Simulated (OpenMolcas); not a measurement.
# quartet CF at 6 levels

Wanted: a comparison of 6 runs (UHF/cc-pVTZ, UB3LYP/6-31G*, U-r2SCAN/cc-pVTZ, U-revPBE/cc-pVTZ, UBLYP/cc-pVTZ, UPBE/cc-pVTZ) of quartet CF. 

The results are computed with OpenMolcas 26.06.

## Step 1: Starting point

CF has 2 atoms, charge 0, and is taken as a quartet. SMILES of the parent species: `[C]F`. Geometry: relaxed at PBE0-D4/def2-TZVP. That shape belongs to the parent species and isn't relaxed for this state.

Bond lengths: C1–F2 1.268 Å.

## Step 2: A single-point energy at UHF/cc-pVTZ (run 1)

The input, job.inp:

```
* CF Hartree-Fock

&GATEWAY
  BasLib = $CurrDir
  Coord
  2
  angstrom
  C        0.000000       0.000000       0.003080
  F        0.000000       0.000000       1.271320
  Basis = cc-pVTZ
  Group = NoSym

&SEWARD

&SCF
  UHF
  Spin = 4
  Thresholds = 1e-10 1e-07 1e-07 1e-05
  PrOrbitals = 1 1
```

The basis set cc-pVTZ is read from a file made from the Basis Set Exchange's data (not shown).

Command:

```
$ export MOLCAS_MEM=1860
$ pymolcas job.inp > job.log
```

The program printed:

```text
--- Start Module: gateway ---
[...]
--- Stop Module: gateway /rc=_RC_ALL_IS_WELL_ ---
--- Start Module: seward ---
[...]
      Basis functions           60
--- Stop Module: seward /rc=_RC_ALL_IS_WELL_ ---
--- Start Module: scf ---
[...]
       Convergence after  18 Iterations
[...]
::    Total SCF energy                               -137.1408912228
[...]
      Total spin, S                                     1.5014890833
[...]
      Total electronic charge=   15.000000
      Total            charge=   -0.000000
[...]
      Dipole Moment (debye):
      Origin of the operator (angstrom)=    0.0000    0.0000    0.7804
                   X= -1.5472E-16               Y= -7.7929E-16               Z= -9.1956E-01           Total=  9.1956E-01
      Quadrupole Moment (debye*angstrom):
[...]
--- Stop Module: scf /rc=_RC_ALL_IS_WELL_ ---
[...]
```

It took 2.4 s on 1 thread of Arm Neoverse V2, shared host; peak memory 0.39 GiB.

## Step 3: The energy at UB3LYP/6-31G(d) (spherical functions) (run 2)

The input, mol.xyz:

```xyz
2

C      0.000000     0.000000     0.003080
F      0.000000     0.000000     1.271320
```

The input, run.input:

```
* CF Kohn-Sham DFT
>>> EXPORT MOLCAS_PRINT=2

&GATEWAY
 BasLib=$CurrDir
 Coord=mol.xyz
 Basis=6-31Gs
 Group=NoSym

&SEWARD
 GridInput
 Grid=UltraFine
 End of Grid

&SCF
 UHF
 Spin=4
 KSDFT=B3LYP
 Thresholds=1e-10 1e-07 1e-07 1e-05
 PrOrbitals=1
```

The basis set 6-31G* is read from a file made from the Basis Set Exchange's data (not shown).

Command:

```
$ export MOLCAS_MEM=1860
$ pymolcas run.input > run.log
```

The program printed:

```text
--- Start Module: gateway ---
[...]
--- Stop Module: gateway /rc=_RC_ALL_IS_WELL_ ---
--- Start Module: seward ---
[...]
      Basis functions           28
--- Stop Module: seward /rc=_RC_ALL_IS_WELL_ ---
--- Start Module: scf ---
[...]
       Convergence after  16 Iterations
[...]
::    Total KS-DFT energy                            -137.6348436297
[...]
      Total spin, S                                     1.5005583025
[...]
      Total electronic charge=   15.000000
      Total            charge=   -0.000000
[...]
      Dipole Moment (debye):
      Origin of the operator (angstrom)=    0.0000    0.0000    0.7804
                   X= -4.2578E-16               Y= -2.2410E-16               Z= -4.9127E-01           Total=  4.9127E-01
      Quadrupole Moment (debye*angstrom):
[...]
--- Stop Module: scf /rc=_RC_ALL_IS_WELL_ ---
[...]
```

Wall time 5.4 s (1 thread of Arm Neoverse V2, shared host); peak memory 0.37 GiB.

Runs 3 to 5 aren't shown in full; the table further down has their settings and results.

## Step 4: The energy at UPBE/cc-pVTZ (run 6)

The input, calc.inp:

```
>>> EXPORT MOLCAS_PRINT=2

&GATEWAY
 BasLib
 $CurrDir
 BasisSet
 C.cc-pVTZ....
 C1 0.000000 0.000000 0.003080 angstrom
 End of Basis
 BasisSet
 F.cc-pVTZ....
 F2 0.000000 0.000000 1.271320 angstrom
 End of Basis

&SEWARD
 GridInput
 Grid=UltraFine
 End of Grid

&SCF
 UHF
 Spin
 4
 KSDFT
 PBE
 Thresholds
 1e-10 1e-07 1e-07 1e-05
 PrOrbitals
 1
```

The basis set cc-pVTZ is read from a file made from the Basis Set Exchange's data (not shown).

Command:

```
$ export MOLCAS_MEM=1860
$ pymolcas calc.inp > calc.log
```

The program printed:

```text
--- Start Module: gateway ---
[...]
--- Stop Module: gateway /rc=_RC_ALL_IS_WELL_ ---
--- Start Module: seward ---
[...]
      Basis functions           60
--- Stop Module: seward /rc=_RC_ALL_IS_WELL_ ---
--- Start Module: scf ---
[...]
       Convergence after  16 Iterations
[...]
::    Total KS-DFT energy                            -137.5570680629
[...]
      Total spin, S                                     1.5005961917
[...]
      Total electronic charge=   15.000000
      Total            charge=   -0.000000
[...]
      Dipole Moment (debye):
      Origin of the operator (angstrom)=    0.0000    0.0000    0.7804
                   X= -1.7000E-15               Y= -2.5700E-16               Z= -2.9488E-01           Total=  2.9488E-01
      Quadrupole Moment (debye*angstrom):
[...]
--- Stop Module: scf /rc=_RC_ALL_IS_WELL_ ---
[...]
```

Run time: 11 s. Hardware: 1 thread of Arm Neoverse V2, shared host; peak memory 0.39 GiB.

## Step 5: Overview of the runs

| run | level | integration grid | energy (Eh) | dipole moment (D) | HOMO energy (eV) | ⟨S²⟩ | wall time |
| --- | --- | --- | --- | --- | --- | --- | --- |
| 1 | UHF/cc-pVTZ | – | -137.140891 | 0.92 | -11.51 | 3.756 | 2.4 s |
| 2 | UB3LYP/6-31G* (spherical functions) | UltraFine | -137.634844 | 0.49 | -5.88 | 3.752 | 5.4 s |
| 3 | U-r2SCAN/cc-pVTZ | UltraFine | -137.652001 | 0.49 | -5.52 | 3.754 | 16 s |
| 4 | U-revPBE/cc-pVTZ | UltraFine | -137.660745 | 0.29 | -4.95 | 3.753 | 11 s |
| 5 | UBLYP/cc-pVTZ | UltraFine | -137.677364 | 0.27 | -4.77 | 3.752 | 11 s |
| 6 | UPBE/cc-pVTZ | UltraFine | -137.557068 | 0.29 | -5.00 | 3.752 | 11 s |

## Step 6: Results

| quantity | value |
| --- | --- |
| run 6: total energy | -137.55707 Eh |
| run 6: dipole moment | 0.29 D |
| run 6: HOMO energy (highest over α and β) | -5.00 eV |
| run 6: ⟨S²⟩ | 3.752 |

In words: The dipole moment (its size) runs from 0.27 D (UBLYP/cc-pVTZ) to 0.92 D (UHF/cc-pVTZ). Totals of different functionals can't be ranked against each other. All runs together took 55 s, the longest 16 s.
